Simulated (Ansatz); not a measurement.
Geometry optimisation, RKS PBE-D4/def2-SVP (Ansatz).

input.yaml

```yaml
crystal:
  periodic: [false, false, false]
  atoms:
    - { symbol: C, position_ang: [-1.3061, -2.0687, 0.7967] }
    - { symbol: C, position_ang: [-0.3659, -1.312, 0.353] }
    - { symbol: "N", position_ang: [0.5135, -0.6716, -0.0421] }
    - { symbol: C, position_ang: [0.281, 0.6886, -0.4483] }
    - { symbol: "N", position_ang: [1.4341, 1.3581, -0.7664] }
    - { symbol: O, position_ang: [-0.4385, 1.5011, 0.5036] }
    - { symbol: H, position_ang: [-1.3739, -3.0817, 0.5771] }
    - { symbol: H, position_ang: [-2.0945, -1.5502, 1.3765] }
    - { symbol: H, position_ang: [-0.4119, 0.671, -1.3056] }
    - { symbol: H, position_ang: [2.0092, 1.2468, 0.1086] }
    - { symbol: H, position_ang: [1.8932, 0.7918, -1.4257] }
    - { symbol: H, position_ang: [-0.0634, 2.3718, 0.3065] }
basis:
  gaussian: { orbitals: def2-SVP }
hamiltonian:
  xc: pbe
  dispersion: d4
relax:
  f_tol: 0.015
  max_steps: 40
output:
  orbitals: {}
```

Launched with:

```bash
$ ansatz run input.yaml --threads 2 --pin off --max-ram 3072MiB --backend cpu --events-out ev --progress --plain --runs-dir out
```

Q: Where does it end, and by what steps?

A: The forces met the threshold. After 32 steps the energy has fallen by 1.477 eV; N3 moved furthest, 0.96 Å.

```json
{"step": "0", "energy less start (eV)": "0.0000", "largest force component (eV/Å)": "5.264", "accepted": "yes"}
{"step": "2", "energy less start (eV)": "-1.3031", "largest force component (eV/Å)": "0.660", "accepted": "yes"}
{"step": "4", "energy less start (eV)": "-1.4107", "largest force component (eV/Å)": "0.551", "accepted": "yes"}
{"step": "6", "energy less start (eV)": "-1.4379", "largest force component (eV/Å)": "0.167", "accepted": "yes"}
{"step": "8", "energy less start (eV)": "-1.4442", "largest force component (eV/Å)": "0.102", "accepted": "yes"}
{"step": "10", "energy less start (eV)": "-1.4469", "largest force component (eV/Å)": "0.202", "accepted": "yes"}
{"step": "12", "energy less start (eV)": "-1.4496", "largest force component (eV/Å)": "0.098", "accepted": "yes"}
{"step": "14", "energy less start (eV)": "-1.4542", "largest force component (eV/Å)": "0.186", "accepted": "yes"}
{"step": "16", "energy less start (eV)": "-1.4590", "largest force component (eV/Å)": "0.151", "accepted": "yes"}
{"step": "18", "energy less start (eV)": "-1.4626", "largest force component (eV/Å)": "0.247", "accepted": "yes"}
{"step": "20", "energy less start (eV)": "-1.4483", "largest force component (eV/Å)": "0.280", "accepted": "no"}
{"step": "22", "energy less start (eV)": "-1.4720", "largest force component (eV/Å)": "0.099", "accepted": "yes"}
{"step": "24", "energy less start (eV)": "-1.4748", "largest force component (eV/Å)": "0.054", "accepted": "yes"}
{"step": "26", "energy less start (eV)": "-1.4738", "largest force component (eV/Å)": "0.126", "accepted": "no"}
{"step": "28", "energy less start (eV)": "-1.4766", "largest force component (eV/Å)": "0.021", "accepted": "yes"}
{"step": "30", "energy less start (eV)": "-1.4768", "largest force component (eV/Å)": "0.023", "accepted": "yes"}
{"step": "32", "energy less start (eV)": "-1.4768", "largest force component (eV/Å)": "0.008", "accepted": "yes"}
```

```xyz
12
Properties=species:S:1:pos:R:3
C -1.277 -2.265 0.690
C -0.531 -1.170 0.681
N 0.209 -0.187 0.734
C 0.174 0.918 -0.244
N 1.454 1.114 -0.871
O -0.181 2.056 0.490
H -0.966 -3.160 0.131
H -2.217 -2.292 1.260
H -0.570 0.685 -1.050
H 2.194 1.050 -0.158
H 1.639 0.394 -1.579
H 0.148 2.802 -0.049
```

Run time: 62 s on 2 threads of Intel(R) Xeon(R) Platinum 8488C (Sapphire Rapids) (shared host), peak memory 0.17 GiB.
